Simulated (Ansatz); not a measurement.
Mulliken charges of C3H6O, SMILES `C/C=C/O` from ωB97M-V/def2-TZVPP in Ansatz (PBE0-D4/def2-TZVP geometry).

```json
{"atom": "C1", "x (Å)": "-1.115", "y (Å)": "0.858", "z (Å)": "0.200", "charge (e)": "-0.274"}
{"atom": "C2", "x (Å)": "0.115", "y (Å)": "0.191", "z (Å)": "-0.316", "charge (e)": "-0.143"}
{"atom": "C3", "x (Å)": "0.673", "y (Å)": "-0.868", "z (Å)": "0.259", "charge (e)": "0.086"}
{"atom": "O4", "x (Å)": "1.786", "y (Å)": "-1.525", "z (Å)": "-0.149", "charge (e)": "-0.290"}
{"atom": "H5", "x (Å)": "-1.921", "y (Å)": "0.847", "z (Å)": "-0.542", "charge (e)": "0.103"}
{"atom": "H6", "x (Å)": "-1.485", "y (Å)": "0.360", "z (Å)": "1.099", "charge (e)": "0.081"}
{"atom": "H7", "x (Å)": "-0.930", "y (Å)": "1.907", "z (Å)": "0.453", "charge (e)": "0.103"}
{"atom": "H8", "x (Å)": "0.573", "y (Å)": "0.604", "z (Å)": "-1.214", "charge (e)": "0.063"}
{"atom": "H9", "x (Å)": "0.261", "y (Å)": "-1.323", "z (Å)": "1.154", "charge (e)": "0.088"}
{"atom": "H10", "x (Å)": "2.128", "y (Å)": "-1.101", "z (Å)": "-0.942", "charge (e)": "0.183"}
```

Problem. By hand: the dipole of these point charges (1 e Å = 4.8032 D).

Solution. Σ q r = (-0.136, 0.138, -0.012) e Å, of length 0.194 e Å = 0.93 D.

Problem. How does the dipole of the full density compare? (Best estimate.)

Solution. Computed: (-0.037, 0.182, -0.157) e Å, 1.17 D; the point charges give 0.79 times that, at 47° from its direction.

Point charges leave out the atoms' own dipoles, such as those of lone pairs, and Mulliken's split depends on the basis, so the two needn't agree.
